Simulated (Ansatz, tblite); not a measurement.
## Band gap of 2H WS₂: levels of theory against measurement

Reference value: 1.35 eV (measured, room temperature, not corrected to a static lattice, bulk 2H; as tabulated in Bastos et al. (2019), arXiv:1903.08112).

```csv
level (code),value (eV),cell (Å³/atom),difference (eV)
GFN1-xTB (tblite),1.98,17.30,+0.63
GFN2-xTB (tblite),0.59,17.50,-0.76
IPEA1-xTB (tblite),1.67,15.39,+0.32
LDA+SOC (Ansatz),0.85 (indirect),17.68,-0.50
PBE+SOC (Ansatz),0.93 (indirect),17.68,-0.42
PBEsol+SOC (Ansatz),0.88 (indirect),17.68,-0.47
r²SCAN+SOC (Ansatz),1.04 (indirect),17.68,-0.31
HSE06+SOC (Ansatz),1.44 (indirect),17.68,+0.09
```

Leaving aside GFN1-xTB (doubt noted below), GFN2-xTB (doubt noted below), IPEA1-xTB (doubt noted below): Once the reference is moved by up to 0.15 eV (a margin picked here for doubts on the reference and the settings, and for temperature and zero-point motion) and values within 0.03 eV count as equal, the nearest can be HSE06+SOC (+0.09 eV) or r²SCAN+SOC (-0.31 eV). By the same margin the farthest can be LDA+SOC (-0.50 eV) or PBEsol+SOC (-0.47 eV).

Density-functional gaps are differences of (generalised) Kohn–Sham levels of a static lattice; semilocal ones lie below quasiparticle gaps as a rule. Measured gaps hold zero-point and thermal shifts unless a correction is named. Levels without +SOC have no spin–orbit coupling; where heavier elements are present it shifts gaps, mostly down, and can invert bands.  GFN1-xTB, GFN2-xTB, IPEA1-xTB: the gap is read on the k mesh or supercell of the run alone and can be too large. GFN1-xTB, GFN2-xTB: the method was fitted mainly to molecules. IPEA1-xTB: this parameter set was refitted to ionisation energies, not structures. Values are at the measured cell; GFN1-xTB at the level's own equilibrium cell; GFN2-xTB at the level's own relaxed cell; IPEA1-xTB at the level's own relaxed cell. Cutoffs and k meshes differ between the levels. Ansatz's density-functional and Hartree–Fock values are scalar-relativistic unless marked +SOC, with PAW data made under PBE.

Differences are worked out from the printed values.

Ansatz is a quantum-chemistry and plane-wave program.
